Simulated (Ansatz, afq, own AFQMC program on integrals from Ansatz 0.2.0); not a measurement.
Two steps: Ansatz 0.2.0 writes the Fock matrix and Cholesky factors of the valence space, and afq projects on them the lowest state that overlaps trial and start.

```yaml
crystal:
  periodic: [false, false, false]
  atoms:
    - {symbol: Cu, position_ang: [-0.377161, 0.002910, 0.002316]}
    - {symbol: C, position_ang: [1.523640, -0.011756, -0.009355]}
    - {symbol: H, position_ang: [1.866198, -1.047900, -0.006366]}
    - {symbol: H, position_ang: [1.883641, 0.506670, 0.880916]}
    - {symbol: H, position_ang: [1.872582, 0.497849, -0.909073]}
basis:
  gaussian: {orbitals: def2-SVP}
magnetization: {spin_polarized: false}
correlation: {method: ccsd_t, electrons: outside_noble_gas, hamiltonian_folder: ham}
```

```sh
$ ansatz run in.yaml --threads 1 --pin off --events-out ev --progress --plain --max-ram 1843MiB
```

Options of the walk:

```
--method phaseless --trial hf --walkers 120 --populations 1 --least-time 40 --time-step 0.005 --steps-per-block 20 --equilibration-blocks 160 --max-blocks 600 --target-error 0.0015300 --factor-cut 1e-05 --seed 7373 --taylor-order 6
```

Times are imaginary, in 1/Eh. The walk had a cap of 1791 s.

```
orbitals 50  electrons 9 9  factors 434 of 652
reference energy -1678.24486278 Eh
CCSD correlation -0.45134330 Eh in 15 cycles, weight of the determinant in the CISD state 0.8433
energy of the start -1678.244863 Eh
 block  time / (1/Eh)  mean weight  energy / Eh
     1     0.100  1.0037  -1678.421067
     2     0.200  1.0023  -1678.526938
     3     0.300  1.0054  -1678.554026
     4     0.400  1.0039  -1678.584492
     5     0.500  1.0018  -1678.609056
     8     0.800  1.0003  -1678.664337
    20     2.000  0.9982  -1678.742056
    77     7.700  1.0004  -1678.683029
   134    13.400  1.0013  -1678.711690
   191    19.100  0.9973  -1678.704535
   248    24.800  0.9989  -1678.740029
   305    30.500  1.0039  -1678.711774
   362    36.200  0.9983  -1678.705671
   381    38.100  1.0007  -1678.813415
   419    41.900  0.9984  -1678.701164
   438    43.800  1.0003  -1678.626440
   476    47.600  1.0032  -1678.774982
   533    53.300  0.9987  -1678.707618
   590    59.000  1.0018  -1678.758656
   647    64.700  0.9994  -1678.699596
   704    70.400  0.9973  -1678.754895
   742    74.200  1.0000  -1678.705666
blocks merged  error / Eh  count
     1  0.001710  600
     2  0.002164  300
     4  0.002675  150
     8  0.003236  75
    16  0.003459  37
    32  0.003489  18
    64  0.004031  9
energy -1678.726148 +/- 0.003489 Eh
(rows thinned)
```

(1) Estimate how long the walk took on 1 thread of Intel(R) Xeon(R) Platinum 8488C (Sapphire Rapids), with other jobs on the host.

The run passed its tests (sampling time, drift between the halves within three errors, error under three times the target), which doesn't prove that it has relaxed.

Against this walk (error 95.0 meV) on the same determinant: CCSD(T) 298.0 meV higher, a separate phaseless walk with a CISD trial and standard settings 349.6 ± 103.5 meV higher. The error is statistical and leaves out the bias of the constraint. None of these is a sure reference here.

Cautions: constraint bias not in the error; error above the target (95.0 against 41.6 meV); no relativity below Rb; outer-core shells of the metal frozen; higher spins were not checked.

Answers

(1) 5.5 min of wall time.

A walk keeps the symmetry of its determinant, which the program's search chose and which needn't be the lowest solution, so a lower state of the same spin and another symmetry isn't excluded.
